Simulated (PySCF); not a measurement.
tetrafluoroethylene anion (C2F4), SMILES FC(=C(F)F)F (connectivity only; charge and spin as stated), charge -1, multiplicity 2.

Geometry: ωB97X-D3(BJ)/def2-SVPD. The multiplicity is an assumed one; other spin states were not compared.

Method: PySCF with ωB97X-D3(BJ)/def2-SVPD.

Frequencies are harmonic and unscaled.

```tsv
mode	ν (cm⁻¹)	IR (km/mol)	moving atoms (share of kinetic energy)
1	104	1.4	F 93 %
2	217	1.3	F 97 %
3	339	181.6	C 74 %, F 26 %
4	361	0.0	F 98 %
5	490	0.0	F 89 %, C 11 %
6	520	3.7	F 86 %, C 14 %
7	617	0.0	F 82 %, C 18 %
8	864	0.0	C 81 %, F 19 %
9	987	492.1	C 64 %, F 36 %
10	1023	460.4	C 67 %, F 33 %
11	1025	0.0	C 83 %, F 17 %
12	1310	0.0	C 91 %, F 9 %
```
